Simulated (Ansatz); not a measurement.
# CH₅AlSi (SMILES [CH2]1[AlH][SiH2]1): single points off equilibrium

Aim: energy, forces and dipole at a structure displaced at random from a GFN2-xTB minimum, from CCSD(T) and from density functionals.

Method: single points in def2-TZVPP; program: Ansatz 0.2.0, Gaussian basis.

Cores are frozen in the correlated methods.

### 1 Where the work starts

SMILES `[CH2]1[AlH][SiH2]1`, 8 atoms, charge 0, spin multiplicity 1.

Atoms are counted from 1 here; the program's logs count them from 0.

Bond lengths: C1–Al2 2.050 Å, C1–H4 1.142 Å, C1–H5 1.127 Å, Al2–Si3 2.504 Å, Al2–H6 1.737 Å, Si3–H7 1.550 Å, Si3–H8 1.617 Å. Angles: Al2–C1–H4 120.3°, Al2–C1–H5 125.4°, H4–C1–H5 108.8°, C1–Al2–Si3 56.1°, C1–Al2–H6 149.2°, Si3–Al2–H6 154.7°, Al2–Si3–H7 125.1°, Al2–Si3–H8 132.5°, H7–Si3–H8 102.4°.

Coordinates:

```xyz
8

C    -0.53870    0.38500   -0.80450
Al    0.05410    1.35380    0.90180
Si    0.54110   -1.05500    0.42360
H    -1.62910    0.07240   -0.94050
H    -0.06410    0.50200   -1.82010
H     0.12300    2.81390    1.84080
H     1.81420   -1.58270   -0.28670
H    -0.30440   -2.41040    0.67210
```

### 2 CCSD(T)/def2-TZVPP

The input, run/in.yaml:

```yaml
crystal:
  periodic: [false, false, false]
  atoms:
    - {symbol: C, position_ang: [-0.538700, 0.385000, -0.804500]}
    - {symbol: Al, position_ang: [0.054100, 1.353800, 0.901800]}
    - {symbol: Si, position_ang: [0.541100, -1.055000, 0.423600]}
    - {symbol: H, position_ang: [-1.629100, 0.072400, -0.940500]}
    - {symbol: H, position_ang: [-0.064100, 0.502000, -1.820100]}
    - {symbol: H, position_ang: [0.123000, 2.813900, 1.840800]}
    - {symbol: H, position_ang: [1.814200, -1.582700, -0.286700]}
    - {symbol: H, position_ang: [-0.304400, -2.410400, 0.672100]}
basis:
  gaussian: {orbitals: def2-TZVPP}
correlation: {method: ccsd_t}
output: {forces: true}
```

The command line of these runs was not kept.

### 3 PBE0-D4/def2-TZVPP

run/in.yaml: that of step 2 with these lines changed.

```diff
@@ -13,3 +13,3 @@
   gaussian: {orbitals: def2-TZVPP}
-correlation: {method: ccsd_t}
-output: {forces: true}
+hamiltonian: {xc: pbe0, dispersion: d4}
+output: {forces: true, orbitals: {seedname: orbitals}}
```

### 4 wB97M-V/def2-TZVPP

run/in.yaml: that of step 3 with these lines changed.

```diff
@@ -13,3 +13,3 @@
   gaussian: {orbitals: def2-TZVPP}
-hamiltonian: {xc: pbe0, dispersion: d4}
-output: {forces: true, orbitals: {seedname: orbitals}}
+hamiltonian: {xc: {name: wB97M-V}}
+output: {forces: true}
```

### 5 r2SCAN-D4/def2-TZVPP

run/in.yaml: that of step 4 with these lines changed.

```diff
@@ -13,3 +13,3 @@
   gaussian: {orbitals: def2-TZVPP}
-hamiltonian: {xc: {name: wB97M-V}}
+hamiltonian: {xc: r2scan, dispersion: d4}
 output: {forces: true}
```

### 6 PBE-D4/def2-TZVPP

run/in.yaml: that of step 5 with these lines changed.

```diff
@@ -13,3 +13,3 @@
   gaussian: {orbitals: def2-TZVPP}
-hamiltonian: {xc: r2scan, dispersion: d4}
+hamiltonian: {xc: pbe, dispersion: d4}
 output: {forces: true}
```

### 7 CAM-B3LYP-D4/def2-TZVPP

run/in.yaml: that of step 6 with these lines changed.

```diff
@@ -13,3 +13,3 @@
   gaussian: {orbitals: def2-TZVPP}
-hamiltonian: {xc: pbe, dispersion: d4}
+hamiltonian: {xc: {name: CAM-B3LYP}, dispersion: d4}
 output: {forces: true}
```

### 8 B97M-V/def2-TZVPP

run/in.yaml: that of step 7 with these lines changed.

```diff
@@ -13,3 +13,3 @@
   gaussian: {orbitals: def2-TZVPP}
-hamiltonian: {xc: {name: CAM-B3LYP}, dispersion: d4}
+hamiltonian: {xc: {name: B97M-V}}
 output: {forces: true}
```

(Steps that only read results are left out.)

What does the calculation give? Wanted: energy less free atoms, CCSD(T)/def2-TZVPP; RMS force component; RMS force error; HOMO and LUMO, PBE0-D4; T1 diagnostic.

**Answer**, as computed:

```
                                  quantity                                                                                               value
energy less free atoms, CCSD(T)/def2-TZVPP                                                                                      -2257.9 kJ/mol
                       RMS force component                                                                0.645 to 0.821 eV/Å over the methods
                           RMS force error  PBE0-D4 0.090, wB97M-V 0.100, r2SCAN-D4 0.086, PBE-D4 0.145, CAM-B3LYP-D4 0.098, B97M-V 0.131 eV/Å
                    HOMO and LUMO, PBE0-D4                                                                                  -6.20 and -2.16 eV
                             T1 diagnostic                                                                                               0.014
```

**Reading.** Against CCSD(T) the functionals' energies less atoms differ by -94.5 to -44.0 kJ/mol, PBE-D4 by -82.6 kJ/mol. CCSD(T) in triple zeta still lacks some correlation energy of the bonds, so part of these gaps is its own basis error and they don't rank the functionals. For forces r2SCAN-D4 does best and PBE-D4 worst. Frozen-core CCSD(T) forces in triple zeta carry basis errors of their own, and this is one geometry, so small gaps rank nothing.
